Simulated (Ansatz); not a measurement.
# B2C (triplet): the correlation ladder, def2-QZVPP

An exercise on one series of results from a longer session: the logs are not shown, and one member is left open.

Program: Ansatz 0.2.0, Gaussian basis. Level of theory: def2-QZVPP, core rule «outside noble gas», up to 3 orbitals frozen. These are calculated values, not measurements.

The runs, in order: UHF; ROHF; CCSD(T) on UHF.

2 further runs of the same task are left out: 2 set aside as unsound or not needed.

**The system**

The geometry is a PBE0/def2-TZVP stationary point (not a proven minimum) of the parent state, kept for this charge and spin.

3 atoms, charge 0, spin multiplicity 3.

Atoms are counted from 1 here; the program's logs count them from 0.

Bond lengths: B1–C2 1.379 Å, C2–B3 1.379 Å. Angles: B1–C2–B3 180.0°.

Set-up of the first run:

Input file in.yaml:

```yaml
crystal:
  periodic: [false, false, false]
  atoms:
    - {symbol: B, position_ang: [0.000000, 0.000000, -1.379500]}
    - {symbol: C, position_ang: [0.000000, 0.000000, 0.000000]}
    - {symbol: B, position_ang: [0.000000, 0.000000, 1.379500]}
basis:
  gaussian: {orbitals: "def2-QZVPP.json"}
magnetization: {spin_polarized: true, initial_magnetization: 2}
hamiltonian: {xc: hf}
output: {orbitals: {seedname: orbitals}}
```

Run with:

```bash
ansatz run in.yaml --threads 1 --pin off --events-out ev --progress --plain --max-ram 2393MiB
```

Steps of the session up to this table: UHF; ROHF; CCSD(T) on UHF.

One table of the session follows, with a row left open; its other results are not shown here.

It belongs to the step «Misses and costs». 

| method | from UCCSD(T) (meV) |
| --- | --- |
| ROHF | ? |
| UHF | +8734.6 |
| UMP2 | +849.4 |
| UCCSD | +660.5 |
| UCCSD(T) | 0 |

Estimate the missing values for ROHF.

**Answer.** from UCCSD(T) (meV): +8833.8. In the column «from UCCSD(T) (meV)» it is the highest.
